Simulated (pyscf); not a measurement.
Thermochemistry of product channels of H₂Si=PH + H• on the doublet surface, in kJ/mol, from ωB97M-D3(BJ)/def2-TZVP energies (ideal gas, 1 atm, RRHO with modes under 100 cm⁻¹ raised to 100, one conformer, R ln 2 for rigid chiral ones). Single points on ωB97X-D3(BJ)/def2-SVP structures (PySCF, gas phase).

```csv
products,ΔE,ΔH(298 K),ΔG(900 K),ΔG(1200 K)
H₂Si=P• + H₂,-97.1,-92.2,-101.1,[?]
[HSi=PH]• + H₂,[?],-70.9,-86.6,-90.6
•H₂Si–PH₂,-226.2,-209.5,-121.5,-90.7
PH₂• + SiH₂ [singlet],-5.1,-2.5,-37.4,-45.4
PH [triplet] + SiH₃•,+37.8,+43.0,+13.7,[?]
H₃Si–PH•,-256.5,-240.8,-152.0,-121.0
```

Problem. Fill in the missing entries.

Solution. 
- H₂Si=P• + H₂, ΔG(1200 K): -102.7
- [HSi=PH]• + H₂, ΔE: -75.2
- PH [triplet] + SiH₃•, ΔG(1200 K): +6.8

These are energies of the channels, which say nothing of barriers.
